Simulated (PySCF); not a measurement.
CH₂, SMILES [CH2], multiplicity 3. Coordinates come from a PBE-D3(BJ)/def2-TZVPD optimisation. The isomer is the one that the SMILES or the coordinates give; other isomers of the formula were not compared.

Task: Give the equilibrium geometry at PBE-D3(BJ)/def2-TZVPD (PySCF confirms it by a frequency run) as bond lengths and angles, and its point group. (An estimate is asked for; the answer gives what the named calculation found.)

Result: point group C2v.
Atoms: C1 H2 H3. Bonded distances (Å): C1–H2 1.086, C1–H3 1.086. Angles (°): H2–C1–H3 135.5.
Charge 0, spin multiplicity 3.
